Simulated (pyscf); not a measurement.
**Four-centre exchange: `[SH][Ga]([Cl])[Cl]` + `[H][H]` → `[SH2]` + `[Cl][GaH][Cl]`**

Gas phase, singlet surface, charge 0. Bonds broken: S1–Ga2, H6–H7. Bonds formed: S1–H6, Ga2–H7. Optimised with ωB97X-D3(BJ)/def2-SVP in PySCF.

Transition state (Å):

```xyz
7

S     -0.9429     0.2978     1.4518
Ga    -0.5082    -0.2169    -0.8165
Cl     1.3515     0.6070    -1.4680
Cl    -2.2703    -0.2169    -2.0150
H      0.3448     0.6300     1.6816
H     -0.5169    -1.1730     0.7891
H     -0.2568    -1.7705    -0.0936
```

One imaginary mode, 1368i cm⁻¹; descent along it reached the two sides named, in the forms told below.

```
bond    change  reactant side (Å)  saddle  product side
------  ------  -----------------  ------  ------------
S1–Ga2  breaks              2.173   2.366         2.563
H6–H7   breaks              0.762   1.097           4.0
S1–H6    forms                3.2   1.669         1.349
Ga2–H7   forms                2.7   1.732         1.548
```

Electronic energies relative to the separated reactants (eV):

```tsv
level	barrier	reaction energy	reverse barrier
ωB97X-D3(BJ)/def2-TZVP	1.36	+0.80	0.56
PBE/def2-TZVP	1.12	+0.67	0.45
r²SCAN/def2-TZVP	1.16	+0.74	0.43
B3LYP-D3(BJ)/def2-TZVP	1.32	+0.69	0.63
PBE0-D3(BJ)/def2-TZVP	1.17	+0.70	0.46
M06-2X/def2-TZVP	1.38	+0.80	0.58
ωB97M-D3(BJ)/def2-TZVP	1.37	+0.62	0.75
HF/def2-TZVP	1.93	+0.50	1.42
```

With ωB97M-D3(BJ)/def2-TZVP energies and thermal terms (ideal gas, 1 atm, RRHO with modes under 100 cm⁻¹ raised to 100, one conformer, R ln 2 for chiral ones without a mode under 150 cm⁻¹), in eV:

```json
[
 {"T (K)": "298", "ΔH‡": "1.37", "ΔG‡": "1.76", "ΔH": "+0.65", "ΔG": "+0.57"},
 {"T (K)": "600", "ΔH‡": "1.33", "ΔG‡": "2.17", "ΔH": "+0.60", "ΔG": "+0.52"},
 {"T (K)": "900", "ΔH‡": "1.33", "ΔG‡": "2.59", "ΔH": "+0.57", "ΔG": "+0.48"},
 {"T (K)": "1200", "ΔH‡": "1.34", "ΔG‡": "3.01", "ΔH": "+0.54", "ΔG": "+0.45"}
]
```

On the product side the descent ends in an adduct with a Ga–S contact, 0.74 eV under the separated species and 1.30 eV under the saddle at ωB97X-D3(BJ)/def2-TZVP. What is counted as broken (Ga–S) persists as a longer contact in the product adduct; parting that adduct is a step of its own. One saddle was located; it need not be the lowest between these sides. Elements up to Kr have no core potential and no relativistic terms here.
